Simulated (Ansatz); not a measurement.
Relative stability

The two ends of one reaction step of BH3O2, singlet (PBE0-D4/def2-TZVP).

A:

```
atom    x (Å)    y (Å)    z (Å)
  B1  -0.1689   0.1380  -0.2787
  O2   0.8955   0.2772   0.5622
  O3  -1.0179  -0.9017  -0.1064
  H4  -0.7632  -1.4622   0.6337
  H5  -0.3830   0.9072  -1.1717
  H6   1.4376   1.0415   0.3610
```

B:

B1  (-0.974, 0.032, -0.932)
O2  (0.814, 0.317, 0.926)
O3  (-1.281, -1.076, -0.575)
H4  (0.435, -0.556, 1.072)
H5  (-0.757, 1.102, -1.357)
H6  (1.763, 0.181, 0.867)
(Å)

Computed with Ansatz 0.2.0 (basis: def2-TZVPP); correlated methods freeze the cores. B3LYP uses VWN-RPA correlation.

(1) Which structure is lower at CCSD(T), and by how much? (To be estimated.)

No T1 diagnostic of these runs exceeds 0.016.

Answers

(1) The calculation gives: A, by 1.713 eV (electronic energy, against the other). By their contacts, A is BH₃O₂ ([OH][BH][OH]) and B is a complex of BHO ([BH][O]) + H₂O.

All methods give the same order:

```tsv
method	E(B) − E(A) (eV)
SPW92	2.041
PBE-D4	1.710
BLYP-D4	1.541
r2SCAN-D4	1.826
B97M-V	1.805
PBE0-D4	1.873
B3LYP-D4	1.706
r2SCAN0-D4	1.939
BHLYP-D4	1.885
CAM-B3LYP-D4	1.808
wB97X-V	1.810
wB97M-V	1.756
B2PLYP	1.683
PBE-QIDH	1.888
RPA on PBE	1.634
HF	1.908
MP2	1.671
CCSD	1.765
CCSD(T)	1.713
```

Labels in which every atom is bracketed show which atoms are joined, not bond orders.

For scale, one of the runs: CCSD(T)/def2-TZVPP, 135 basis functions, launched by `ansatz run in.yaml --threads 2 --pin off --events-out ev --progress --plain --max-ram 4352MiB`. Hardware: 2 CPU threads of an Arm Neoverse V1, shared host. Wall time 9 s; peak host memory 0.75 GiB.
